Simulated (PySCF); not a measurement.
A species of formula C6H12 has this rotational fingerprint, computed with PBE0-D3(BJ)/def2-TZVP geometry optimisation, gas phase (PySCF):

| Quantity | Value |
| --- | --- |
| Rotational constants | A = 8678, B = 1531, C = 1458 MHz |
| Dipole components | \|μa\| = 0.00 D, \|μb\| = 0.29 D, \|μc\| = 0.00 D |
| Inertial defect | -41.79 u·Å² |
| κ | -0.98 |

Problem. Which structure is it? (One computed conformer of each.)
A. 3,3-dimethyl-1-butene, `C=CC(C)(C)C`
B. `[CH3:1][CH2:2]/[CH:3]=[CH:4]\[CH2:5][CH3:6]` with C1–C2–C3–C4 117°, C3–C4–C5–C6 117°

Solution. B. It is CC/C=C\CC, a near-prolate asymmetric top, point group C2. The candidates at the same level (rigid rotor, commonest isotopes):

| SMILES | A (MHz) | B (MHz) | C (MHz) | μa (D) | μb (D) | μc (D) | Δ (u·Å²) | point group | rotor |
| --- | --- | --- | --- | --- | --- | --- | --- | --- | --- |
| C=CC(C)(C)C | 4459 | 2715 | 2658 | 0.38 | 0.01 | 0.00 | -109.39 | Cs | near-prolate asymmetric top |
| CC/C=C\CC | 8678 | 1531 | 1458 | 0.00 | 0.29 | 0.00 | -41.79 | C2 | near-prolate asymmetric top |

`C=CC(C)(C)C` has C 82 % too high. In the right answer the symmetry axis of this C2 structure is b, so μa and μc vanish by symmetry. No structure here is proved a minimum.
